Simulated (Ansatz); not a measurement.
# AlPH₃+ (triplet): the correlation ladder, cc-pVTZ

An exercise on one series of results from a longer session: the logs are not shown, and one member is left open.

The runs use Ansatz 0.2.0, Gaussian basis; cc-pVTZ, core rule «outside noble gas», up to 10 orbitals frozen.

Plan: UHF; CCSD(T) on ROHF; CCSD(T) on UHF; BCCD(T) on ROHF; CCSDT(Q) on ROHF; CCSDT(Q) on UHF.

9 further runs of the same task are left out: 4 for a known fault of the program, 5 set aside as unsound or not needed.

### What is computed

The geometry is a PBE0/def2-TZVP stationary point (not a proven minimum) of the parent state, kept for this charge and spin.

5 atoms, charge 1, spin multiplicity 3.

Atoms are counted from 1 here; the program's logs count them from 0.

Bond lengths: Al1–P2 2.345 Å, Al1–H3 1.606 Å, P2–H4 1.424 Å, P2–H5 1.419 Å. Angles: P2–Al1–H3 115.6°, Al1–P2–H4 91.6°, Al1–P2–H5 95.5°, H4–P2–H5 94.5°.

Set-up of the first run:

in.yaml reads:

```yaml
crystal:
  periodic: [false, false, false]
  atoms:
    - {symbol: Al, position_ang: [0.042298, -0.119616, 1.254150]}
    - {symbol: P, position_ang: [-0.090450, 0.068392, -1.079457]}
    - {symbol: H, position_ang: [-0.052697, 1.261982, 2.066825]}
    - {symbol: H, position_ang: [1.035122, 0.939745, -1.114035]}
    - {symbol: H, position_ang: [0.664801, -1.101382, -1.353659]}
basis:
  gaussian: {orbitals: cc-pVTZ}
total_charge: 1
magnetization: {spin_polarized: true, initial_magnetization: 2}
hamiltonian: {xc: hf}
output: {orbitals: {seedname: orbitals}}
```

The run is started by

```bash
$ ansatz run in.yaml --threads 1 --pin off --events-out ev --progress --plain --max-ram 4096MiB --backend cpu
```

Steps of the session up to this table: UHF; CCSD(T) on ROHF; CCSD(T) on UHF; BCCD(T) on ROHF; CCSDT(Q) on ROHF; CCSDT(Q) on UHF.

One table of the session follows, with a row left open; its other results are not shown here.

```
   method  from UCCSDT(Q) (meV)
     ROHF               +6364.4
      UHF               +6200.1
     RMP2               +1332.0
     UMP2               +1312.7
    RCCSD                +282.3
    UCCSD                +272.8
 RCCSD(T)                 +57.1
 UCCSD(T)                 +54.4
  BCCD(T)                     ?
   RCCSDT                 +12.4
   UCCSDT                  +9.9
RCCSDT(Q)                  +2.9
UCCSDT(Q)                     0
```

**Question.** Estimate the row for BCCD(T).

**Answer.** from UCCSDT(Q) (meV): +53.6. In the column «from UCCSDT(Q) (meV)» it lies between RCCSDT (+12.4) and UCCSD(T) (+54.4).

Limits of these values: Restricted and unrestricted rows rest on different reference determinants; where their highest levels disagree by more than a few hundredths of an eV, they describe different states and don't form one ladder.
